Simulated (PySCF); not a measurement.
Molecule: SMILES C(#C)/C=C\C, C₅H₆.

Bonds (- single, = double, # triple, : aromatic): C1#C2, C2-C3, C3=C4, C4-C5. C1 carries H6; C3 carries H7; C4 carries H8; C5 carries H9, H10, H11. Stereochemistry as in C#C/C=C\C.

Frames of a GFN2-xTB Langevin trajectory at 200 K; GIAO PBE0/pcSseg-1 shieldings in PySCF 2.14, gas phase, non-relativistic; equivalent atoms averaged within each frame.

Shifts are taken against calculated references (same method and geometry level): 13C (σref 186.93), 1H (σref 31.72) vs TMS. The references are static minima.

How do the shifts (ppm) fluctuate along the trajectory?

Results:


```
         time (fs)     C4     C3    C1    C2    C5    H8    H7    H6  H9/H10/H11
               250  160.0  121.0  97.3  90.1  18.7  6.67  6.61  3.13        2.48
               425  154.2  113.1  95.8  87.8  20.7  6.73  5.10  2.99        2.29
               625  147.5  119.2  95.9  96.1  24.2  6.25  5.74  2.40        2.76
               800  147.2  114.9  90.1  87.1  20.9  6.53  6.17  3.24        2.43
              1000  149.0  111.9  96.4  86.8  21.1  6.46  5.25  3.06        2.37
    mean of frames  151.6  116.0  95.1  89.6  21.1  6.53  5.78  2.96        2.47
standard deviation    5.5    3.9   2.8   3.9   2.0  0.19  0.63  0.33        0.18
```

5 frames give an uncertainty of the mean of about the standard deviation over 2.2 at best, since frames this close in time may not be independent; classical motion lacks zero-point vibration, and the reference would need the same averaging.
